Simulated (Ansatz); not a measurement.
Frontier orbitals of `O=S(=O)=O`.

Cartesian coordinates in Å:
```
O -1.240 -0.009 0.691
S 0.000 0.000 0.000
O 0.636 -1.225 -0.333
O 0.604 1.233 -0.358
```

Total charge 0; spin multiplicity 1. The structure was optimised at the PBE0-D4/def2-TZVP level. Basis def2-TZVPP, Ansatz.

A caution on the coupled-cluster cation, which keeps the state that its UHF reference found: large T1 diagnostic of the cation.

| functional | HOMO (eV) | LUMO (eV) | gap (eV) |
| --- | --- | --- | --- |
| LDA (SPW92) | -8.46 | -3.66 | 4.80 |
| PBE | -8.22 | -3.34 | 4.88 |
| B97M-V | -8.74 | -2.96 | 5.78 |
| PBE0 | -10.04 | -2.32 | 7.72 |
| CAM-B3LYP | -11.54 | -1.16 | 10.38 |
| ωB97M-V | -12.43 | 0.03 | 12.46 |

(1) What is the vertical ionisation energy at frozen-core CCSD(T)/CBS(def2)? (An estimate is asked.)

## Answers

(1) The calculation gave: 13.04 eV (T1 of the cation 0.078).

From PBE to PBE0 the HOMO moves by −1.82 eV and the LUMO by +1.02 eV, and with ωB97M-V by −4.21 and +3.37 eV, so the gap grows from 4.88 to 12.46 eV with exact exchange. A positive LUMO is unbound and depends on the basis. −ε(HOMO) differs from that ionisation energy by −4.83 eV with PBE and −0.62 eV with ωB97M-V.
